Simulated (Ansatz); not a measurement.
C3H7NO can be A, `NCC1CO1`, or B, `C/N=C(\C)O`.

Isolated molecules relaxed with PBE0-D4/def2-TZVP in Ansatz; ΔE leaves out vibrations. CCSD(T)/CBS is the MP2 limit (def2-TZVPP, def2-QZVPP) plus CCSD(T) − MP2 in def2-TZVPP, frozen cores. Functionals use def2-TZVPP. B3LYP here is the variant with VWN-RPA as its local correlation; programs differ in this. One conformer a species, not always the lowest.

**Question.** Which isomer does CCSD(T)/CBS put lower? Give the gap. (An estimate is asked.)

**Answer.** The calculation gave: B, by 28.6 kcal/mol.

**Question.** Give E(B) − E(A) in kcal/mol with B2PLYP, B3LYP, CCSD(T)/def2-TZVPP, PBE-D4, r2SCAN-D4, CCSD/def2-TZVPP, PBE0-D4. (Best estimate.)

**Answer.** Ansatz gave: B2PLYP -30.4, B3LYP -31.0, CCSD(T)/def2-TZVPP -28.8, PBE-D4 -28.9, r2SCAN-D4 -29.9, CCSD/def2-TZVPP -28.3, PBE0-D4 -27.7. None reverses the order clearly.

Largest T1 diagnostic: 0.013.

In def2-TZVPP, CCSD(T) changes the Hartree–Fock value by +2.2 kcal/mol (the triples alone add −0.5 kcal/mol) and MP2 by +2.7 kcal/mol. From PBE to PBE0 (25 % exact exchange), in def2-TZVPP and without D4, E(B) − E(A) moves by +1.1 kcal/mol.
